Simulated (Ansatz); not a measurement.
```yaml
crystal:
  periodic: [true, true, true]
  atoms:
    - {symbol: C, position_ang: [-0.602313, -1.145418, 1.307851]}
    - {symbol: C, position_ang: [-0.253414, -0.335144, 0.323861]}
    - {symbol: C, position_ang: [1.014317, 0.431878, 0.046016]}
    - {symbol: N, position_ang: [0.751475, 1.130850, -1.208080]}
    - {symbol: C, position_ang: [-0.420211, 0.805126, -1.531054]}
    - {symbol: O, position_ang: [-1.111708, -0.041655, -0.721731]}
    - {symbol: H, position_ang: [0.094136, -1.352478, 2.108250]}
    - {symbol: H, position_ang: [-1.577774, -1.611567, 1.332729]}
    - {symbol: H, position_ang: [1.883599, -0.222934, -0.062594]}
    - {symbol: H, position_ang: [1.247984, 1.151907, 0.835595]}
    - {symbol: H, position_ang: [-0.960891, 1.132535, -2.410344]}
basis:
  gaussian: {orbitals: aug-cc-pVDZ}
hamiltonian: {xc: {name: r2SCANh}, dispersion: d4}
accuracy: high
output: {forces: true}
```

```sh
$ ansatz run in.yaml --threads 4 --pin off --events-out ev --progress --plain --max-ram 10444MiB
```

It prints (some lines left out):

```
Error: YAML parse error: error: line 2 column 3: crystal: missing field `lattice` (a structure is typed as `lattice` and `atoms`, a molecule's as `atoms` in Å alone, or read from a run's directory, `checkpoint`)
 --> <input>:2:3
1 | crystal:
2 |   periodic: [true, true, true]
3 |   atoms:
4 |     - {symbol: C, position_ang: [-0.602313, -1.145418, 1.307851]}
```

(1) What is wrong with this run?

Answers

(1) The molecule is marked periodic without a cell. The program refused the input.
